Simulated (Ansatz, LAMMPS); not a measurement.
# Equilibrium lattice constant a of rock-salt LiBr: levels of theory against measurement

Reference value: 5.459 Å (measured, low temperature, no zero-point or thermal correction; as tabulated in Doll and Stoll (1998), arXiv:cond-mat/9801031).

```csv
level (code),value (Å)
EIM (LAMMPS),5.494
LDA (Ansatz),…
PBE (Ansatz),5.511
PBE-D4 (Ansatz),5.429
PBE0 (Ansatz),5.469
```

Question: Fill in the missing entries.

Answer: 
- LDA (Ansatz, a quantum-chemistry and plane-wave program), value (Å): 5.310

Differences against the reference: EIM +0.64 %, LDA -2.73 %, PBE +0.95 %, PBE-D4 -0.55 %, PBE0 +0.18 %.

Leaving aside EIM, which can be fitted to such values or carry a doubt: Nearest, and too close to rank with a margin of 0.67 % (twice that across the reference) picked here for doubts on the reference and the settings, and for temperature and zero-point motion: PBE0 (+0.18 %), PBE-D4 (-0.55 %). Farthest off: LDA (-2.73 %). Within 1 %: PBE, PBE-D4, PBE0. The lowest first-principles rung that does so: DFT without exact exchange (PBE, PBE-D4).

The measured value isn't corrected to a static lattice, so vibrations enter the comparison. A static lattice is as a rule a little smaller than the measured one.  Cutoffs and k meshes differ between the levels. Ansatz's density-functional and Hartree–Fock values are scalar-relativistic unless marked +SOC, with PAW data made under PBE.

Empirical potentials (EIM) are fitted to chosen data, which need not cover the solid at hand: agreement can be built in, and what lay outside the fit can be far off.

Differences are worked out from the printed values.
